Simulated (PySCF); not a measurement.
# Frontier levels across methods

Species: AlFH5N.
Geometry (PBE0-D3(BJ)/def2-SVP, Å), atoms numbered from 1 in this order:
```xyz
8
AlFH5N angstrom
N     -0.9787    0.1282   -0.0295
Al     1.0740    0.1089    0.1200
F      1.2370    1.7560    0.4642
H     -1.4000    0.4484    0.8443
H     -1.2753    0.7734   -0.7639
H     -1.3747   -0.7879   -0.2457
H      1.4738   -0.3280   -1.3646
H      1.2757   -0.8766    1.3617
```

Basis pcSseg-2 throughout (PySCF), one geometry. Isolated species at its PBE0-D3(BJ)/def2-SVP geometry, gas phase.

How do the orbital energies, the gap and the dipole change with the method?

```json
{"method": "OPBE", "kind": "GGA", "HOMO (eV)": "-6.19", "LUMO (eV)": "-1.23", "gap (eV)": "4.96", "μ (D)": "5.64", "SCF cycles": "14"}
{"method": "BLYP", "kind": "GGA", "HOMO (eV)": "-6.20", "LUMO (eV)": "-1.41", "gap (eV)": "4.79", "μ (D)": "5.64", "SCF cycles": "13"}
{"method": "PBE", "kind": "GGA", "HOMO (eV)": "-6.26", "LUMO (eV)": "-1.36", "gap (eV)": "4.90", "μ (D)": "5.64", "SCF cycles": "13"}
{"method": "B97-D", "kind": "GGA", "HOMO (eV)": "-6.29", "LUMO (eV)": "-1.22", "gap (eV)": "5.06", "μ (D)": "5.66", "SCF cycles": "14"}
{"method": "LDA", "kind": "LDA", "HOMO (eV)": "-6.29", "LUMO (eV)": "-1.42", "gap (eV)": "4.87", "μ (D)": "5.70", "SCF cycles": "13"}
{"method": "KT2", "kind": "GGA", "HOMO (eV)": "-6.34", "LUMO (eV)": "-1.35", "gap (eV)": "4.98", "μ (D)": "5.57", "SCF cycles": "14"}
{"method": "KT3", "kind": "GGA", "HOMO (eV)": "-6.37", "LUMO (eV)": "-1.56", "gap (eV)": "4.81", "μ (D)": "5.56", "SCF cycles": "14"}
{"method": "BP86", "kind": "GGA", "HOMO (eV)": "-6.37", "LUMO (eV)": "-1.22", "gap (eV)": "5.15", "μ (D)": "5.67", "SCF cycles": "14"}
{"method": "B97-2", "kind": "global hybrid", "HOMO (eV)": "-7.34", "LUMO (eV)": "-0.56", "gap (eV)": "6.77", "μ (D)": "5.71", "SCF cycles": "14"}
{"method": "B3LYP", "kind": "global hybrid", "HOMO (eV)": "-7.40", "LUMO (eV)": "-0.94", "gap (eV)": "6.46", "μ (D)": "5.70", "SCF cycles": "13"}
{"method": "PBE0", "kind": "global hybrid", "HOMO (eV)": "-7.57", "LUMO (eV)": "-0.59", "gap (eV)": "6.98", "μ (D)": "5.72", "SCF cycles": "12"}
{"method": "mPW1PW91", "kind": "global hybrid", "HOMO (eV)": "-7.61", "LUMO (eV)": "-0.59", "gap (eV)": "7.01", "μ (D)": "5.73", "SCF cycles": "12"}
{"method": "BHandHLYP", "kind": "global hybrid", "HOMO (eV)": "-8.84", "LUMO (eV)": "-0.06", "gap (eV)": "8.78", "μ (D)": "5.77", "SCF cycles": "11"}
{"method": "CAM-B3LYP", "kind": "range-separated hybrid", "HOMO (eV)": "-9.01", "LUMO (eV)": "0.10", "gap (eV)": "9.11", "μ (D)": "5.75", "SCF cycles": "12"}
{"method": "wB97X-D", "kind": "range-separated hybrid", "HOMO (eV)": "-9.51", "LUMO (eV)": "1.19", "gap (eV)": "10.70", "μ (D)": "5.76", "SCF cycles": "12"}
{"method": "LC-wPBE", "kind": "range-separated hybrid", "HOMO (eV)": "-10.37", "LUMO (eV)": "1.33", "gap (eV)": "11.70", "μ (D)": "5.79", "SCF cycles": "13"}
{"method": "HF", "kind": "Hartree–Fock", "HOMO (eV)": "-10.81", "LUMO (eV)": "1.70", "gap (eV)": "12.52", "μ (D)": "5.84", "SCF cycles": "9"}
```

The HOMO spans 4.63 eV, from OPBE down to HF, and the gap runs from 4.79 eV (BLYP) to 12.52 eV (HF). Over the methods OPBE (0 %), BLYP (0 %), PBE (0 %), B97-D (0 %), LDA (0 %), KT2 (0 %), KT3 (0 %), BP86 (0 %), B97-2 (21 %), B3LYP (20 %), PBE0 (25 %), mPW1PW91 (25 %), BHandHLYP (50 %), HF (100 %), a straight line through the gap against the share of exact exchange rises by 0.76 eV for each 10 % (correlation coefficient 0.998). The dipole ranges from 5.56 D (KT3) to 5.84 D (HF). This basis has no diffuse functions.
